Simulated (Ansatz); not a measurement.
fcc Al

Method: LDA (Ansatz, a program for electronic structure, PAW).

Settings: plane-wave cutoff 500 eV, 14×20×1 k mesh (along the axes of the cell as run), Fermi–Dirac smearing 0.1 eV, scalar-relativistic PAW data made under PBE.

Cell: relaxed at this level.

- surface energy of the (110) face = 1.16 J/m²
- work function of the (110) face = 4.19 eV

The slab of 12 atoms is relaxed and unreconstructed.

Computed values are for the static lattice.
